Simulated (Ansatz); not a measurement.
**N2 (singlet): from Hartree-Fock to the top rungs at distance N1–N2 = 1.521 Å, 6-31G**

Aim: climb from Hartree-Fock through coupled cluster and multireference methods for N2 (singlet) at one geometry and basis, and see what each rung misses.

Method: 6-31G, core rule «outside noble gas», up to 2 orbitals frozen; program: Ansatz 0.2.0, Gaussian basis.

The runs, in order: UHF; CCSD(T) on RHF; CCSD(T) on UHF; BCCD(T) on RHF; CISD; CCSDT(Q) on RHF; CCSDT(Q) on UHF; CISDTQ; CCSDTQ on RHF; CCSDTQ on UHF; CASSCF and MRCISD+Q, 2 electrons in 2 orbitals; CASSCF and NEVPT2, 2 electrons in 2 orbitals; CASSCF and MRCISD+Q, 10 electrons in 8 orbitals; CASSCF and NEVPT2, 10 electrons in 8 orbitals; Full CI.

23 further runs of the same task are left out: 15 that didn't finish, 8 set aside as unsound or not needed.

**1. What is computed**

The geometry derives from a PBE0/def2-TZVP stationary point (not a proven minimum). One bond is set to the value named and the two fragments are kept rigid.

2 atoms, charge 0, spin multiplicity 1.

Atoms are counted from 1 here; the program's logs count them from 0.

Bond lengths: N1–N2 1.521 Å.

**2. UHF**

Contents of in.yaml:

```yaml
crystal:
  periodic: [false, false, false]
  atoms:
    - {symbol: N, position_ang: [0.000000, 0.000000, 0.000000]}
    - {symbol: N, position_ang: [0.000000, 0.000000, 1.521000]}
basis:
  gaussian: {orbitals: 6-31G}
magnetization: {spin_polarized: true, initial_magnetization: 0}
hamiltonian: {xc: hf}
output: {orbitals: {seedname: orbitals}}
```

Run with:

```bash
ansatz run in.yaml --threads 1 --pin off --events-out ev --progress --plain --max-ram 2393MiB
```

The runs that follow: CCSD(T) on RHF; CCSD(T) on UHF; BCCD(T) on RHF; CISD; CCSDT(Q) on RHF; CCSDT(Q) on UHF; CISDTQ; CCSDTQ on RHF; CCSDTQ on UHF; CASSCF and MRCISD+Q, 2 electrons in 2 orbitals; CASSCF and NEVPT2, 2 electrons in 2 orbitals; CASSCF and MRCISD+Q, 10 electrons in 8 orbitals; CASSCF and NEVPT2, 10 electrons in 8 orbitals; Full CI.

**Question.** What will the summary of the whole plan be? Wanted: FCI below the RHF energy; RMP2 from FCI; UMP2 from FCI; RCCSD from FCI; RCCSD(T) from FCI; UCCSD(T) from FCI; RCCSDT(Q) from FCI; UCCSDT(Q) from FCI; NEVPT2 pair from FCI.

As calculated:

| quantity | value |
| --- | --- |
| FCI below the RHF energy | -9.7309 eV |
| RMP2 from FCI | -165.0 kJ/mol |
| UMP2 from FCI | +242.3 kJ/mol |
| RCCSD from FCI | +76.6 kJ/mol |
| RCCSD(T) from FCI | +13.7 kJ/mol |
| UCCSD(T) from FCI | +33.9 kJ/mol |
| RCCSDT(Q) from FCI | -6.8 kJ/mol |
| UCCSDT(Q) from FCI | +10.0 kJ/mol |
| NEVPT2 pair from FCI | +23.9 kJ/mol |
| MRCISD+Q pair from FCI | +31.4 kJ/mol |
| NEVPT2 valence from FCI | +50.8 kJ/mol |
| levels within 1 kcal/mol (43 meV) | MRCISD+Q valence |
| T1 diagnostic | 0.024 |
| effectively unpaired electrons | 0.68 |

What this shows: RCCSD(T) lands +13.7 kJ/mol from the yardstick (1.5 % of the correlation energy). CCSD(T) misses by +13.7 kJ/mol on the restricted determinant and by +33.9 kJ/mol on the unrestricted one; the two need not hold the same state or core. RMP2, RCCSDT(Q) fall below full CI, which methods that aren't variational can do. The occupations show some static correlation. Of the multireference levels listed MRCISD+Q valence comes nearest in total energy (+1.5 kJ/mol), which doesn't show that its space is the better one. Coupled cluster took another determinant than the lowest Hartree-Fock one. These misses are within one basis, not against nature.
